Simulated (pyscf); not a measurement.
# Four-centre exchange: F–BH–F (SMILES FBF) + HCl (SMILES Cl) → F–B(F)–Cl (SMILES FB(F)Cl) + H₂ (SMILES [H][H])

Gas phase, singlet surface, charge 0. Bonds broken: B2–H4, Cl5–H6. Bonds formed: B2–Cl5, H4–H6. Structures and frequencies: ωB97X-D3(BJ)/def2-SVP in PySCF.

Transition state (Å):

```xyz
6

F     -0.3433     0.1569     1.2243
B     -1.0977    -0.1753     0.1811
F     -1.6087    -1.3966     0.0594
H     -2.0163     0.7541    -0.0600
Cl    -0.0659     0.2949    -1.5685
H     -1.3449     0.8235    -0.8814
```

One imaginary mode, 1104i cm⁻¹; descent along it reached the two sides named.

```json
[
 {"bond": "B2–H4", "change": "breaks", "reactant side (Å)": "1.203", "saddle": "1.329", "product side": "2.8"},
 {"bond": "Cl5–H6", "change": "breaks", "reactant side (Å)": "1.284", "saddle": "1.545", "product side": "3.2"},
 {"bond": "B2–Cl5", "change": "forms", "reactant side (Å)": "3.0", "saddle": "2.085", "product side": "1.747"},
 {"bond": "H4–H6", "change": "forms", "reactant side (Å)": "3.0", "saddle": "1.063", "product side": "0.760"}
]
```

Electronic energies relative to the separated reactants (kJ/mol):

```
level                   barrier  reaction energy  reverse barrier
----------------------  -------  ---------------  ---------------
ωB97X-D3(BJ)/def2-TZVP    116.9            -56.4            173.3
PBE/def2-TZVP              81.6            -58.1            139.7
r²SCAN/def2-TZVP           87.5            -64.0            151.5
B3LYP-D3(BJ)/def2-TZVP    113.4            -53.6            167.0
PBE0-D3(BJ)/def2-TZVP      93.7            -56.7            150.3
M06-2X/def2-TZVP          114.8            -59.7            174.5
ωB97M-D3(BJ)/def2-TZVP    116.6            -53.8            170.5
HF/def2-TZVP              197.9            -38.6            236.5
```

With ωB97M-D3(BJ)/def2-TZVP energies and thermal terms (ideal gas, 1 atm, RRHO with modes under 100 cm⁻¹ raised to 100, one conformer, R ln 2 for chiral ones without a mode under 150 cm⁻¹), in kJ/mol:

```csv
T (K),ΔH‡,ΔG‡,ΔH,ΔG
298,113.8,156.0,-62.8,-55.3
600,112.7,199.4,-59.2,-49.1
900,113.8,242.6,-56.7,-44.7
1200,115.6,285.3,-55.2,-40.9
```

One saddle was located; it need not be the lowest between these sides.
